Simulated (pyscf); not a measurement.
HO–Sn(OH)(Cl)–Cl + HCl → HO–Sn(Cl)(Cl)–Cl + H₂O (four-centre exchange; singlet surface; O–Sn, Cl–H broken, Cl–Sn, H–O formed). Optimised with ωB97X-D3(BJ)/def2-SVP in PySCF. Energies in kJ/mol from the separated reactants.

```csv
level,barrier,reaction energy
ωB97X-D3(BJ)/def2-TZVP,…,-66.7
PBE/def2-TZVP,…,…
B3LYP-D3(BJ)/def2-TZVP,-9.2,-59.3
M06-2X/def2-TZVP,-11.0,-56.9
ωB97M-D3(BJ)/def2-TZVP,-2.8,-56.9
HF/def2-TZVP,56.2,-62.1
```

Problem. Complete the blanks.

Solution. 
- ωB97X-D3(BJ)/def2-TZVP, barrier: -13.3
- PBE/def2-TZVP, barrier: -14.3
- PBE/def2-TZVP, reaction energy: -55.5

On the reactant side the descent ends in a complex, 31.1 kJ/mol under the separated species and 17.8 kJ/mol under the saddle at ωB97X-D3(BJ)/def2-TZVP. On the product side the descent ends in an adduct with a O–Sn contact (not fully relaxed), 39.1 kJ/mol under the separated species and 92.5 kJ/mol under the saddle at ωB97X-D3(BJ)/def2-TZVP. At ωB97X-D3(BJ)/def2-TZVP, PBE, B3LYP-D3(BJ), M06-2X, ωB97M-D3(BJ) the saddle lies under the separated reactants, which points to a path from their complex (located at ωB97X-D3(BJ) alone). What is counted as broken (O–Sn) persists as a longer contact in the product adduct; parting that adduct is a step of its own. One saddle was located; it need not be the lowest between these sides. Elements past Kr carry the def2 core potentials, without spin-orbit coupling.
